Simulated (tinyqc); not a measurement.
Extended Hueckel theory, for CO, step by step. One step of it, computed by the program tinyqc.

Problem. Wolfsberg-Helmholz matrix. H_ij = K' S_ij (H_ii + H_jj)/2 for i != j (the diagonal keeps H_ii), with K' = K + D^2 + D^4 (1 - K), D = (H_ii - H_jj)/(H_ii + H_jj), K = 1.75.

overlap S, order 1C 2s, 1C 2px, 1C 2py, 1C 2pz, 2O 2s, 2O 2px, 2O 2py, 2O 2pz:
```
[[1.000000, 0.000000, 0.000000, 0.000000, 0.471776, 0.000000, 0.000000, -0.349088],
 [0.000000, 1.000000, 0.000000, 0.000000, 0.000000, 0.299507, 0.000000, 0.000000],
 [0.000000, 0.000000, 1.000000, 0.000000, 0.000000, 0.000000, 0.299507, 0.000000],
 [0.000000, 0.000000, 0.000000, 1.000000, 0.535010, 0.000000, 0.000000, -0.276531],
 [0.471776, 0.000000, 0.000000, 0.535010, 1.000000, 0.000000, 0.000000, 0.000000],
 [0.000000, 0.299507, 0.000000, 0.000000, 0.000000, 1.000000, 0.000000, 0.000000],
 [0.000000, 0.000000, 0.299507, 0.000000, 0.000000, 0.000000, 1.000000, 0.000000],
 [-0.349088, 0.000000, 0.000000, -0.276531, 0.000000, 0.000000, 0.000000, 1.000000]]
```

diagonal H_ii (eV): [-21.400000, -11.400000, -11.400000, -11.400000, -32.300000, -14.800000, -14.800000, -14.800000]

K = 1.750000

Give: H.

Solution.

H (eV), order 1C 2s, 1C 2px, 1C 2py, 1C 2pz, 2O 2s, 2O 2px, 2O 2py, 2O 2pz:
```
[[-21.4000, 0.0000, 0.0000, 0.0000, -22.6733, 0.0000, 0.0000, 11.2622],
 [0.0000, -11.4000, 0.0000, 0.0000, 0.0000, -6.9314, 0.0000, 0.0000],
 [0.0000, 0.0000, -11.4000, 0.0000, 0.0000, 0.0000, -6.9314, 0.0000],
 [0.0000, 0.0000, 0.0000, -11.4000, -22.6726, 0.0000, 0.0000, 6.3997],
 [-22.6733, 0.0000, 0.0000, -22.6726, -32.3000, 0.0000, 0.0000, 0.0000],
 [0.0000, -6.9314, 0.0000, 0.0000, 0.0000, -14.8000, 0.0000, 0.0000],
 [0.0000, 0.0000, -6.9314, 0.0000, 0.0000, 0.0000, -14.8000, 0.0000],
 [11.2622, 0.0000, 0.0000, 6.3997, 0.0000, 0.0000, 0.0000, -14.8000]]
```
